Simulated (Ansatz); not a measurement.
# AlSi (sextet): from Hartree-Fock to the top rungs, def2-QZVPP

One table from this session's results is given with a row withheld; the runs are named, their logs left out.

Method: def2-QZVPP, core rule «outside noble gas», up to 10 orbitals frozen; program: Ansatz 0.2.0, Gaussian basis.

Plan: UHF; ROHF; CCSD(T) on UHF.

## The geometry

The geometry is a PBE0/def2-TZVP stationary point (not a proven minimum) of the parent state, kept for this charge and spin.

2 atoms, charge 0, spin multiplicity 6.

Atoms are counted from 1 here; the program's logs count them from 0.

Bond lengths: Si1–Al2 2.416 Å.

Set-up of the first run:

File in.yaml:

```yaml
crystal:
  periodic: [false, false, false]
  atoms:
    - {symbol: Si, position_ang: [0.000000, 0.000000, 0.000000]}
    - {symbol: Al, position_ang: [0.000000, 0.000000, 2.416200]}
basis:
  gaussian: {orbitals: "def2-QZVPP.json"}
magnetization: {spin_polarized: true, initial_magnetization: 5}
hamiltonian: {xc: hf}
output: {orbitals: {seedname: orbitals}}
```

Started as:

```bash
$ ansatz run in.yaml --threads 1 --pin off --events-out ev --progress --plain --max-ram 2393MiB
```

Among the steps run: UHF; ROHF; CCSD(T) on UHF.

One table of the session follows, with a row left open; its other results are not shown here.

| method | from UCCSD(T) (meV) |
| --- | --- |
| ROHF | +3252.5 |
| UHF | +3220.0 |
| UMP2 | +721.1 |
| UCCSD | ? |
| UCCSD(T) | 0 |

Estimate the missing values for UCCSD.

As computed: from UCCSD(T) (meV): +185.7. In the column «from UCCSD(T) (meV)» it lies between UCCSD(T) (0) and UMP2 (+721.1).
